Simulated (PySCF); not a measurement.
Zinc-blende AlP: correlation energy from several methods in one and the same small orbital space (PySCF; 2 atoms at the zone centre, 8 electrons in 20 orbitals, empty ones MP2 natural orbitals of a TZ basis, lattice constant set to 5.73615 Å). Its volume lies 16 % above that of the crystal's usual cell. It tests the methods against each other and lies far from the crystal's limit.

Full CI gives -2.3793 eV per atom.

### Question
What share of it do MP2, CCSD, CCSD(T), CCSDT, CCSDT(Q) recover?

### Answer
MP2 71.0 %; CCSD 96.9 %; CCSD(T) 99.0 %; CCSDT 99.7 %; CCSDT(Q) 99.9 %.

```csv
method,E_corr (eV per atom),share of full CI (%),error (meV)
MP2,-1.6883,71.0,691
CCSD,-2.3062,96.9,73
CCSD(T),-2.3565,99.0,23
CCSDT,-2.3716,99.7,8
CCSDT(Q),-2.3769,99.9,2
full CI,-2.3793,100.0,0
```

The Hartree–Fock determinant has a weight of 0.86 in the full CI state.

MP2, (T) and (Q) use filled levels shifted down by the Madelung term, which in so small a cell is a large part of the gap, so these rows hang on it.
